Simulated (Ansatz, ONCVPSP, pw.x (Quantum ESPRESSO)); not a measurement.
## pw.x on bcc N: one setting changed

Potential: optimised norm-conserving Vanderbilt (ONCV), ONCVPSP 4.0.1, LDA (Perdew-Wang 92); core [He], reference 2s2 2p2.5; waves: 2s: rc 1.15 bohr, ncon 4, nbas 8, qcut 7.3 1/bohr, local; 2p: rc 1.40 bohr, ncon 4, nbas 9, qcut 10.5 1/bohr, 2 projectors, debl 3.9 Ha; d scattering state at 0.19 Ha: rc 1.15 bohr, ncon 4, nbas 8, qcut 8.1 1/bohr, 2 projectors, debl 3 Ha; local part: the s channel; core correction: Teter function fitted to the true core (icmod 2), fcfact 0.65.

The reference run (k-mesh 18³, cutoffs 105/420 Ry, Fermi–Dirac 0.01 Ry, mixing_beta 0.4, conv_thr 1e-9, no spin) gives -0.74 GPa at 6.702 Å³/atom, where all-electron LAPW gives -0.11 GPa. This run, with its own iteration cap, changes degauss to 0.002.

```
&control
  calculation='scf', prefix='x', pseudo_dir='./', outdir='./tmp', tstress=.true., disk_io='none'
/
&system
  ibrav=0, nat=1, ntyp=1, ecutwfc=105, ecutrho=420, nbnd=9,
  occupations='smearing', smearing='fd', degauss=0.002
/
&electrons
  conv_thr=1e-09, mixing_beta=0.4, electron_maxstep=50
/
ATOMIC_SPECIES
N 1.0 N.UPF
CELL_PARAMETERS angstrom
  -1.18772203 1.18772203 1.18772203
  1.18772203 -1.18772203 1.18772203
  1.18772203 1.18772203 -1.18772203
ATOMIC_POSITIONS crystal
N 0.0000 0.0000 0.0000
K_POINTS automatic
18 18 18 0 0 0
```

```bash
pw.x < N.scf.in > N.scf.out
```

Q: How does the run end?

A: It converges in 6 iterations; the free energy moves by +15.0 meV/atom and the pressure by -0.64 GPa. In a metal, with Fermi–Dirac smearing, F lies below its zero-width value by a term in the square of the width.

```
Message from routine setup:
     using ibrav=0 with symmetry is DISCOURAGED, use correct ibrav instead
     lattice parameter (alat)  =       3.8875  a.u.
     unit-cell volume          =      45.2273 (a.u.)^3
     number of electrons       =         5.00
     number of Kohn-Sham states=            9
     kinetic-energy cutoff     =     105.0000  Ry
     charge density cutoff     =     420.0000  Ry
     scf convergence threshold =      1.0E-09
     Exchange-correlation= SLA  PW   NOGX NOGC
     number of k points=   195  Fermi-Dirac smearing, width (Ry)=  0.0020
     iteration #  1     ecut=   105.00 Ry     beta= 0.40
     total energy              =     -20.99911956 Ry
     estimated scf accuracy    <       0.03648470 Ry
     iteration #  2     ecut=   105.00 Ry     beta= 0.40
     total energy              =     -20.99737488 Ry
     estimated scf accuracy    <       0.00607737 Ry
     iteration #  3     ecut=   105.00 Ry     beta= 0.40
     total energy              =     -20.99835511 Ry
     estimated scf accuracy    <       0.00001181 Ry
     iteration #  4     ecut=   105.00 Ry     beta= 0.40
     total energy              =     -20.99836020 Ry
     estimated scf accuracy    <       0.00000120 Ry
     iteration #  5     ecut=   105.00 Ry     beta= 0.40
     total energy              =     -20.99836041 Ry
     estimated scf accuracy    <       0.00000001 Ry
     iteration #  6     ecut=   105.00 Ry     beta= 0.40
     the Fermi energy is     9.9231 ev
!    total energy              =     -20.99836041 Ry
     estimated scf accuracy    <          4.5E-11 Ry
     smearing contrib. (-TS)   =      -0.00010809 Ry
     The total energy is F=E-TS. E is the sum of the following terms:
     one-electron contribution =       4.01702960 Ry
     hartree contribution      =       1.52327539 Ry
     xc contribution           =      -6.27077413 Ry
     ewald contribution        =     -20.26778318 Ry
     convergence has been achieved in   6 iterations
          total   stress  (Ry/bohr**3)                   (kbar)     P=      -13.75
     Message from routine punch:
     Nothing written, as per user request (disk_io='none')
```

The run took about 34 s on one core of a shared host (Intel(R) Xeon(R) Processor @ 2.60GHz, 24 threads, 32 GiB, load 21).
